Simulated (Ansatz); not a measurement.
How far each method lies from UCCSDT(Q) for BSiH3⁺ (H-bridged), doublet

Geometry: that of the BSiH3 (H-bridged), singlet, kept fixed.

```xyz
5

Si    0.0091    0.0000    0.6016
B     0.0825    0.0000   -1.2150
H    -0.6559   -0.9412   -0.6669
H    -0.6559    0.9412   -0.6669
H     0.1724    0.0000   -2.3958
```

Basis cc-pVDZ; Ansatz 0.2.0. Correlated methods freeze the noble-gas cores, which leaves 9 electrons in 41 orbitals. Prefix R: restricted or restricted open-shell reference; prefix U: unrestricted. Active spaces: valence = (9e, 11o) chosen from the atoms' valence shells.

Full CI isn't at hand for all of this; UCCSDT(Q) serves as the reference, and is uncertain by about the last step of the cluster series. The frozen core follows each run's orbitals, which can shift R against U totals by a few meV.

For open shells CISD is restricted-active-space CI with the open shells as a complete middle space.

* UHF ⟨S²⟩: 0.817
* T1 diagnostic (RCCSD): 0.0361
* largest doubles amplitude (RCCSD): 0.072
* T1 diagnostic (UCCSD): 0.0270

Task: From what is known of these methods and the diagnostics, rank them by the size of their error in total energy against UCCSDT(Q) in cc-pVDZ, smallest first (an estimate: the text doesn't fix the numbers).
A. UMP2
B. UHF
C. MRCISD (valence space)
D. UCCSDT
E. UCCSD(T)

Result: D (0.8 kJ/mol), E (4.2 kJ/mol), C (14.8 kJ/mol), A (120.0 kJ/mol), B (522.7 kJ/mol).

All errors are against UCCSDT(Q) in cc-pVDZ. Within each family the higher level lies nearer, as is usual though not guaranteed.

Natural occupations of CASSCF (valence space) about the gap: 1.979 1.973 1.956 1.930 0.998 0.050 0.035 0.024 0.021 0.021; effectively unpaired electrons, Σ n²(2−n)², 1.05.
